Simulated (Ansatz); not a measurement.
Conformers and stereoisomers of C4H7F, SMILES `CC=C(C)F`, each relaxed with PBE0-D4/def2-TZVP in Ansatz. CBS adds the triple-zeta coupled-cluster correction to the MP2 limit.

Not all of them had a frequency check.

Conformer A:

Cartesian coordinates in Å:
```
C 0.113 -0.689 1.825
C 0.465 -0.068 0.519
C -0.361 0.093 -0.504
C -0.083 0.698 -1.826
F -1.643 -0.325 -0.402
H 0.276 0.012 2.649
H -0.929 -1.006 1.849
H 0.741 -1.563 2.026
H 1.479 0.288 0.374
H 0.953 1.027 -1.886
H -0.738 1.557 -1.999
H -0.272 -0.024 -2.625
```

Conformer B:

Z-matrix (Å, degrees):
```
C
C 1 1.489
H 1 1.094 2 110.9
H 1 1.094 2 110.9 3 118.4
H 1 1.090 2 112.6 3 -120.8
C 2 1.324 1 126.4 3 120.8
H 2 1.086 1 117.4 3 -59.2
F 6 1.354 2 118.1 1 180.0
C 6 1.480 2 130.8 1 0.0
H 9 1.094 6 110.2 2 120.6
H 9 1.094 6 110.1 2 -121.1
H 9 1.088 6 111.6 2 -0.3
```

Q: Which is lowest in electronic energy at CCSD(T)/CBS (frozen core, def2 sets), and by how much? (Estimate.)

A: The calculation gave: A; B lies 5.2 kJ/mol higher.

Q: Give the energies relative to A (kJ/mol) with r2SCAN-D4/def2-TZVPP, B3LYP-D4/def2-TZVPP, r2SCAN/def2-TZVPP, B3LYP/def2-TZVPP, CCSD/def2-TZVPP, MP2/CBS(def2), CCSD/CBS(def2). (Estimate.)

A: Ansatz gave: 
| level | B |
| --- | --- |
| r2SCAN-D4/def2-TZVPP | 5.8 |
| B3LYP-D4/def2-TZVPP | 5.0 |
| r2SCAN/def2-TZVPP | 5.9 |
| B3LYP/def2-TZVPP | 5.7 |
| CCSD/def2-TZVPP | 5.7 |
| MP2/CBS(def2) | 5.3 |
| CCSD/CBS(def2) | 5.4 |

B3LYP here is the variant with VWN-RPA as its local correlation; programs differ in this.
